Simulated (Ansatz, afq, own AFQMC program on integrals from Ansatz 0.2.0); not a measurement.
## BGeH, triplet: AFQMC among the cluster methods

```json
{"atom": "Ge", "x (Å)": "0.0000", "y (Å)": "0.0000", "z (Å)": "1.6897"}
{"atom": "B", "x (Å)": "0.0000", "y (Å)": "0.0000", "z (Å)": "-0.2506"}
{"atom": "H", "x (Å)": "0.0000", "y (Å)": "0.0000", "z (Å)": "-1.4391"}
```

Connectivity, by distances: Ge–BH.

Basis cc-pVDZ. Noble-gas cores (and the filled d shells of Ga–Kr and In–Xe) are frozen. Integrals, coupled cluster, full CI and functionals: Ansatz 0.2.0; the random walks run on the same integrals in our own AFQMC program. ph-AFQMC/CISD is guided by a CISD state made of CCSD amplitudes; releasing the constraint for a short imaginary time cuts its bias at the price of noise, slowly where states lie close. Uncertainties: one standard error, sampling alone. No spin–orbit coupling.

Determinant: UHF, the one that the program's search chose, which needn't be the lowest solution. The geometry is a point of a scan.

No full CI on the walks' own integrals is used here; CCSDT(Q) serves as the reference and is uncertain by about the last step of the cluster series.

Cautions: no relativity below Rb; no spin-orbit coupling; inner d shell frozen; lower spins were not checked; the ph-AFQMC/CISD walk drifts between its halves (2.3 errors).

* T1 diagnostic: 0.0163
* weight of the determinant in the CISD state: 0.890
* ⟨S²⟩ of the determinant: 2.016
* size of the correlated space: 8 electrons in 31 orbitals

```json
{"level": "MP2", "correlation energy (eV)": "-3.3697"}
{"level": "CCSD", "correlation energy (eV)": "-4.1768"}
{"level": "CCSD(T)", "correlation energy (eV)": "-4.3299"}
```

Q: Estimate where phaseless AFQMC with the Hartree–Fock trial lies against CCSD(T) on the same integrals.

A: 1.40 ± 0.93 kcal/mol above CCSD(T). The gap is under twice the noise, so this walk alone can't tell the two apart.

Reference: CCSDT(Q), correlation energy -4.375 eV. The released energy is read at 2.40 1/Eh (meV from the phaseless value at times in 1/Eh: -7 ± 14 at 0.24, -24 ± 15 at 0.51, -26 ± 9 at 0.99, -33 ± 7 at 1.62, -31 ± 9 at 2.40).

```tsv
level	E − E(reference) (kcal/mol)	share of correlation (%)
CCSD(T)	1.05	98.96
CCSDT	0.23	99.78
ph-AFQMC/HF	2.45 ± 0.93	97.57
ph-AFQMC/CISD	0.51 ± 0.31	99.49
released AFQMC	-0.20 ± 0.20	100.20
```

A walk keeps the symmetry of its determinant, which the program's search chose and which needn't be the lowest solution, so a lower state of the same spin and another symmetry isn't excluded. Released energies are given only where the last usable release times agree within the noise; a slower fall can still hide under it.
